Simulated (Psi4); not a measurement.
# MP2/def2-SVP run of CCl4 (carbon tetrachloride)

What is the energy change on altering one bond length of CCl4 (carbon tetrachloride) at MP2/def2-SVP? 

Program for the calculation: Psi4 1.11.

3 further runs of the same task are left out: 1 that didn't finish, 2 set aside as unsound or not needed.

### Step 1. Starting point

CCl4 has 5 atoms, charge 0, and is taken as a singlet. As SMILES, `ClC(Cl)(Cl)Cl`. The coordinates come from a PBE0-D4/def2-TZVP relaxation.

Bond lengths: Cl1–C2 1.763 Å, C2–Cl3 1.763 Å, C2–Cl4 1.763 Å, C2–Cl5 1.763 Å. Angles: Cl1–C2–Cl3 109.5°, Cl1–C2–Cl4 109.5°, Cl1–C2–Cl5 109.5°, Cl3–C2–Cl4 109.5°, Cl3–C2–Cl5 109.5°, Cl4–C2–Cl5 109.5°.

### Step 2. A single-point energy at MP2/def2-SVP

calc.inp

```
memory 2200 MB

molecule {
  0 1
  Cl    -1.26233705     0.27771415     3.07004906
  C     -0.00005669     0.00022677    -0.00018897
  Cl     2.72506066    -1.91368785     0.08932735
  Cl    -2.26525250    -1.38700228    -2.01053632
  Cl     0.80254779     3.02273032    -1.14867002
  units au
  symmetry c1
  no_reorient
  no_com
}

set puream true
set e_convergence 1e-09
set d_convergence 1e-08
set scf_type pk
set num_frozen_docc 21
set mp2_type conv

E, wfn = energy('mp2/def2-SVP', return_wfn=True)
```

On the command line:

```sh
$ psi4 calc.inp calc.out -n 1
```

calc.out:

```text
[...]
  Running in c1 symmetry.
[...]
  Nuclear repulsion =  441.227560122825309
[...]
  Multiplicity = 1
[...]
  Nalpha       = 37
  Nbeta        = 37
[...]
    Number of basis functions: 86
[...]
   @RHF iter   1: -1875.05619959259025    1.75598e-01   5.84565e-03 ADIIS/DIIS
[...]
   @RHF iter   9: -1875.20005693832059   -3.16049e-11   9.59270e-09 DIIS
[...]
    Orbital Energies [Eh]
    ---------------------
    Doubly Occupied:
       1A   -104.832341     2A   -104.832327     3A   -104.832315
       4A   -104.832257     5A    -11.481458     6A    -10.596767
       7A    -10.596757     8A    -10.596746     9A    -10.596723
      10A     -8.071716    11A     -8.071706    12A     -8.071695
      13A     -8.071672    14A     -8.067632    15A     -8.067631
      16A     -8.067622    17A     -8.067619    18A     -8.067608
      19A     -8.067606    20A     -8.067600    21A     -8.067599
      22A     -1.285137    23A     -1.127375    24A     -1.127363
      25A     -1.127347    26A     -0.825180    27A     -0.661108
      28A     -0.661094    29A     -0.661084    30A     -0.529652
      31A     -0.529651    32A     -0.485687    33A     -0.485669
      34A     -0.485655    35A     -0.457360    36A     -0.457351
[...]
  @RHF Final Energy: -1875.20005693832059
   => Energetics <=
    Nuclear Repulsion Energy =            441.2275601228253095
    One-Electron Energy =               -3470.0763529581322473
    Two-Electron Energy =                1153.6487358969864090
    Total Energy =                      -1875.2000569383205857
[...]
 Multipole Moments:
 ------------------------------------------------------------------------------------
     Multipole            Electronic (a.u.)      Nuclear  (a.u.)        Total (a.u.)
 ------------------------------------------------------------------------------------
 L = 1.  Multiply by 2.5417464519 to convert [e a0] to [Debye]
 Dipole X            :         -0.0000832           -0.0000188           -0.0001021
 Dipole Y            :          0.0028947           -0.0028156            0.0000791
 Dipole Z            :         -0.0018375            0.0017574           -0.0000801
 Magnitude           :                                                    0.0001520
[...]
	SCS-MP2 Total Energy (a.u.)        : -1875.85643291517590
	SOS-MP2 Total Energy (a.u.)        : -1875.79413324463758
	SCSN-MP2 Total Energy (a.u.)       : -1875.52899919876404
[...]
	SOS-PI-MP2 Total Energy (a.u.)     : -1875.89314596235704
[...]
	MP2 Total Energy (a.u.)            : -1875.88201953853354
[...]
```

It took 11 s on 1 thread of Intel Xeon at 2.50GHz (Skylake/Cascade Lake), shared host; peak memory 0.41 GiB.

### Step 3. The distorted shape

ccl4.xyz

```xyz
5
CCl4
Cl    -1.001996     0.220382     2.436977
C     -0.000030     0.000120    -0.000100
Cl     1.442040    -1.012680     0.047270
Cl    -1.198720    -0.733970    -1.063930
Cl     0.424690     1.599560    -0.607850
```

run.py

```python
import psi4

psi4.set_memory(2200000000)
psi4.set_num_threads(1)
psi4.set_output_file('psi4.out', False)

with open('ccl4.xyz') as f:
    atoms = ''.join(f.readlines()[2:])
mol = psi4.geometry('0 1\n' + atoms + 'symmetry c1')

psi4.set_options({
    'basis': 'def2-SVP',
    'puream': True,
    'e_convergence': 1e-09,
    'd_convergence': 1e-08,
    'scf_type': 'pk',
    'num_frozen_docc': 21,
    'mp2_type': 'conv',
})

E = psi4.energy("mp2")
print('E =', round(E, 9))
for k, v in sorted(psi4.core.scalar_variables().items()):
    print(f'{k:45s} {v:18.10f}')
```

On the command line:

```sh
$ python run.py
```

psi4.out:

```text
[...]
  Running in c1 symmetry.
[...]
  Nuclear repulsion =  397.887615695460511
[...]
  Multiplicity = 1
[...]
  Nalpha       = 37
  Nbeta        = 37
[...]
    Number of basis functions: 86
[...]
   @RHF iter   1: -1874.86499134232145   -2.78429e-01   6.74539e-03 ADIIS/DIIS
[...]
   @RHF iter  12: -1875.09844619926912   -9.77707e-12   7.16823e-09 DIIS
[...]
    Orbital Energies [Eh]
    ---------------------
    Doubly Occupied:
       1A   -104.870288     2A   -104.870275     3A   -104.870224
       4A   -104.773455     5A    -11.531381     6A    -10.633066
       7A    -10.633057     8A    -10.633031     9A    -10.529821
      10A     -8.107910    11A     -8.107901    12A     -8.107877
      13A     -8.103876    14A     -8.103870    15A     -8.103853
      16A     -8.103711    17A     -8.103701    18A     -8.103685
      19A     -8.004394    20A     -8.001303    21A     -8.001303
      22A     -1.279163    23A     -1.152522    24A     -1.152499
      25A     -1.010496    26A     -0.843650    27A     -0.669322
      28A     -0.669304    29A     -0.619296    30A     -0.535752
      31A     -0.535732    32A     -0.498822    33A     -0.498800
      34A     -0.485115    35A     -0.425112    36A     -0.425111
[...]
  @RHF Final Energy: -1875.09844619926912
   => Energetics <=
    Nuclear Repulsion Energy =            397.8876156954605108
    One-Electron Energy =               -3382.9779119993845597
    Two-Electron Energy =                1109.9918501046547590
    Total Energy =                      -1875.0984461992691195
[...]
 Multipole Moments:
 ------------------------------------------------------------------------------------
     Multipole            Electronic (a.u.)      Nuclear  (a.u.)        Total (a.u.)
 ------------------------------------------------------------------------------------
 L = 1.  Multiply by 2.5417464519 to convert [e a0] to [Debye]
 Dipole X            :          0.5255768            0.0241486            0.5497255
 Dipole Y            :         -0.1156743           -0.0052665           -0.1209408
 Dipole Z            :         -1.2784851           -0.0587949           -1.3372801
 Magnitude           :                                                    1.4509110
[...]
	SCS-MP2 Total Energy (a.u.)        : -1875.77509201643443
	SOS-MP2 Total Energy (a.u.)        : -1875.71275969223007
	SCSN-MP2 Total Energy (a.u.)       : -1875.42756087106750
[...]
	SOS-PI-MP2 Total Energy (a.u.)     : -1875.81514527439026
[...]
	MP2 Total Energy (a.u.)            : -1875.79737108268273
[...]
```

Standard output:

```text
E = -1875.797371083
CURRENT CORRELATION ENERGY                         -0.6989248834
CURRENT ENERGY                                  -1875.7973710827
CURRENT REFERENCE ENERGY                        -1875.0984461993
DD SOLVATION ENERGY                                 0.0000000000
HF KINETIC ENERGY                                1874.5138225015
HF POTENTIAL ENERGY                             -3749.6122687007
HF TOTAL ENERGY                                 -1875.0984461993
HF VIRIAL RATIO                                     2.0003118802
MP2 CORRELATION ENERGY                             -0.6989248834
MP2 DOUBLES ENERGY                                 -0.6989248834
MP2 OPPOSITE-SPIN CORRELATION ENERGY               -0.5119279108
MP2 SAME-SPIN CORRELATION ENERGY                   -0.1869969726
MP2 SINGLES ENERGY                                  0.0000000000
MP2 TOTAL ENERGY                                -1875.7973710827
NUCLEAR REPULSION ENERGY                          397.8876156955
ONE-ELECTRON ENERGY                             -3382.9779119994
PCM POLARIZATION ENERGY                             0.0000000000
PE ENERGY                                           0.0000000000
SCF ITERATION ENERGY                            -1875.0984461993
SCF ITERATIONS                                     12.0000000000
SCF TOTAL ENERGY                                -1875.0984461993
SCS(N)-MP2 CORRELATION ENERGY                      -0.3291146718
SCS(N)-MP2 TOTAL ENERGY                         -1875.4275608711
SCS-MP2 CORRELATION ENERGY                         -0.6766458172
SCS-MP2 TOTAL ENERGY                            -1875.7750920164
SCS-MP2-VDW CORRELATION ENERGY                     -0.7487662121
SCS-MP2-VDW TOTAL ENERGY                        -1875.8472124114
SOS-MP2 CORRELATION ENERGY                         -0.6143134930
SOS-MP2 TOTAL ENERGY                            -1875.7127596922
SOS-PI-MP2 CORRELATION ENERGY                      -0.7166990751
SOS-PI-MP2 TOTAL ENERGY                         -1875.8151452744
TWO-ELECTRON ENERGY                              1109.9918501047
```

Run time: 10 s. Hardware: 1 thread of Intel Xeon at 2.50GHz (Skylake/Cascade Lake), shared host; peak memory 0.41 GiB.

### Step 4. Results

At MP2/def2-SVP, 21 core orbitals frozen:

```
                                                          quantity           value
                                         first shape: total energy  -1875.88202 Eh
                  first shape: HOMO energy (Hartree–Fock orbitals)       -12.44 eV
                  first shape: LUMO energy (Hartree–Fock orbitals)         3.79 eV
                first shape: HOMO–LUMO gap (Hartree–Fock orbitals)        16.23 eV
         first shape: correlation energy (21 core orbitals frozen)      -682.0 mEh
                                     distorted shape: total energy  -1875.79737 Eh
              distorted shape: HOMO energy (Hartree–Fock orbitals)       -10.84 eV
              distorted shape: LUMO energy (Hartree–Fock orbitals)        -1.55 eV
            distorted shape: HOMO–LUMO gap (Hartree–Fock orbitals)         9.29 eV
     distorted shape: correlation energy (21 core orbitals frozen)      -698.9 mEh
energy change with the Cl1–C2 bond stretched from 1.763 to 2.644 Å        2.303 eV
```

**Reading.** One bond (distorted shape) is far stretched, which a spin-restricted single reference describes badly; perturbation theory on it can break down and give far too much correlation. With the Cl1–C2 bond stretched from 1.763 to 2.644 Å the energy rises by 2.30 eV (53 kcal/mol). The first shape isn't relaxed at this level, so the change isn't measured from a minimum. A restricted reference can't describe the breaking bond well at this length.
